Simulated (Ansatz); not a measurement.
**Ge–PH2, quartet in cc-pVDZ: errors against UCCSDT(Q)**

Geometry: a PBE0/def2-TZVP stationary point for this spin, not checked as a minimum. The doublet lies 1.3 eV lower here.

```xyz
4

Ge    0.0000    0.0000    0.8205
P     0.0000    0.0000   -1.7495
H     0.0000    1.0658   -2.6836
H     0.0000   -1.0658   -2.6836
```

Basis cc-pVDZ; Ansatz 0.2.0. Only valence electrons are correlated (noble-gas cores and the filled d shells of p-block atoms frozen), which leaves 11 electrons in 36 orbitals. R marks a restricted (for open shells ROHF) determinant, U an unrestricted one. Active spaces: valence = (11e, 10o) chosen from the atoms' valence shells. No spin–orbit coupling is included, and no scalar relativity.

Full CI isn't at hand for all of this; UCCSDT(Q) serves as the reference, and is uncertain by about the last step of the cluster series. The frozen core follows each run's orbitals, which can shift R against U totals by a few meV for light atoms and by up to 0.1 eV past Ca.

```
UHF ⟨S²⟩                          : 3.794
T1 diagnostic (RCCSD)             : 0.0193
largest doubles amplitude (RCCSD) : 0.056
T1 diagnostic (UCCSD)             : 0.0186
```

From what is known of these methods and the diagnostics, rank them by the size of their error in total energy against UCCSDT(Q) in cc-pVDZ, smallest first (an estimate: the text doesn't fix the numbers).
A. UCCSDT
B. UMP2
C. UCCSD
D. UHF
E. UCCSD(T)

A (0.29 mEh), E (1.48 mEh), C (6.69 mEh), B (45.87 mEh), D (202.14 mEh).

All errors are against UCCSDT(Q) in cc-pVDZ. Within each family the higher level lies nearer, as is usual though not guaranteed.

Natural occupations of CASSCF (valence space) about the gap: 1.990 1.979 1.972 1.962 1.003 0.999 0.997 0.044 0.029 0.023; effectively unpaired electrons, Σ n²(2−n)², 3.02.
